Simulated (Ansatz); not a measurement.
**SiH₃+ (singlet): the correlation ladder at distance Si1–H3 = 1.631 Å, cc-pVDZ**

An exercise on one series of results from a longer session: the logs are not shown, and one member is left open.

The runs use Ansatz 0.2.0, Gaussian basis; cc-pVDZ, core rule «outside noble gas», up to 5 orbitals frozen.

The runs, in order: UHF; CCSD(T) on RHF; BCCD(T) on RHF; CISD; CCSDT(Q) on RHF; CCSDTQ on RHF; CASSCF and MRCISD+Q, 2 electrons in 2 orbitals; CASSCF and NEVPT2, 2 electrons in 2 orbitals; Full CI.

26 further runs of the same task are left out: 6 for a known fault of the program, 1 for a mislabelled method, 15 that didn't finish, 4 set aside as unsound or not needed.

**What is computed**

The geometry derives from a PBE0/def2-TZVP stationary point (not a proven minimum). One bond is set to the value named and the two fragments are kept rigid.

4 atoms, charge 1, spin multiplicity 1.

Atoms are counted from 1 here; the program's logs count them from 0.

Bond lengths: Si1–H2 1.472 Å, Si1–H3 1.631 Å, Si1–H4 1.472 Å. Angles: H2–Si1–H3 120.0°, H2–Si1–H4 120.0°, H3–Si1–H4 120.0°.

Set-up of the first run:

File in.yaml:

```yaml
crystal:
  periodic: [false, false, false]
  atoms:
    - {symbol: Si, position_ang: [0.002619, -0.004436, 0.000010]}
    - {symbol: H, position_ang: [1.474561, 0.009794, -0.000086]}
    - {symbol: H, position_ang: [-0.826498, 1.400098, -0.003209]}
    - {symbol: H, position_ang: [-0.721029, -1.286287, 0.003011]}
basis:
  gaussian: {orbitals: cc-pVDZ}
total_charge: 1
magnetization: {spin_polarized: true, initial_magnetization: 0}
hamiltonian: {xc: hf}
output: {orbitals: {seedname: orbitals}}
```

Command:

```console
ansatz run in.yaml --threads 1 --pin off --events-out ev --progress --plain --max-ram 2393MiB
```

Steps of the session up to this table: UHF; CCSD(T) on RHF; BCCD(T) on RHF; CISD; CCSDT(Q) on RHF; CCSDTQ on RHF; CASSCF and MRCISD+Q, 2 electrons in 2 orbitals; CASSCF and NEVPT2, 2 electrons in 2 orbitals; Full CI.

One of the session's tables, all rows but one given; the rest of the session is left out.

| method | from FCI (kJ/mol) |
| --- | --- |
| RHF | ? |
| RMP2 | +72.9 |
| CISD | +15.9 |
| RCCSD | +5.9 |
| RCCSD(T) | +1.5 |
| BCCD(T) | +1.5 |
| RCCSDT | +0.2 |
| RCCSDT(Q) | 0.0 |
| RCCSDTQ | 0.0 |
| CASSCF pair | +248.4 |
| NEVPT2 pair | +68.3 |
| MRCISD pair | +11.1 |
| MRCISD+Q pair | -1.7 |
| FCI | 0 |

Estimate the missing values for RHF.

As computed: from FCI (kJ/mol): +294.7. In the column «from FCI (kJ/mol)» it is the highest.

To keep in mind: MRCISD+Q pair falls below full CI: the +Q correction isn't variational, and the cores differ from full CI's.
